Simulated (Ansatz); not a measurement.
Ideal-gas functions of AlH₄NSi, SMILES `[NH]1[AlH][SiH2]1` at 298.15 K and 1 bar, from an Ansatz frequency run at PBE0-D4/def2-TZVP.

Molar mass 73.11 g/mol, point group Cs (symmetry number 1), electronic degeneracy 1, moments of inertia 27.77, 91.468, 113.485 u Å². Harmonic wavenumbers (cm⁻¹, unscaled): 379, 433, 450, 485, 588, 664, 669, 746, 883, 944, 1004, 1946, 2176, 2176, 3610.

Use S(trans) = R[1.5 ln M + 2.5 ln T − 1.1517]; rotational temperatures θ = 24.2544 K / I; S(rot) = R[ln(√π/σ · √(T³/θAθBθC)) + 1.5]; for each mode x = 1.438777 ν̃/T, S = R[x/(eˣ − 1) − ln(1 − e⁻ˣ)] and H = RT x/(eˣ − 1); 1 cm⁻¹ = 0.0119627 kJ/mol; R = 8.31446 J/(mol·K).

Q: By hand: the entropy, in J/(mol·K).

A: Translation 162.4. Rotation: θ = 0.8734, 0.2652, 0.2137 K, giving 100.8. Vibration, mode by mode: 4.36, 3.55, 3.33, 2.92, 1.97, 1.47, 1.44, 1.07, 0.63, 0.49, 0.39, 0.01, 0.00, 0.00, 0.00, in all 21.6. Electronic 0.0. Sum 284.8 J/(mol·K).

Q: By hand: H − E and G − E in kJ/mol, counted from the electronic energy.

A: Zero-point energy ½ × 17153 × 0.0119627 = 102.6; thermal vibration 4.6; translation, rotation and pV give 4 RT = 9.9. H − E = 117.1 kJ/mol, and G − E = 117.1 − 298.15 × 284.8/1000 = 32.2 kJ/mol.

Vibration gives 8 % of the entropy.
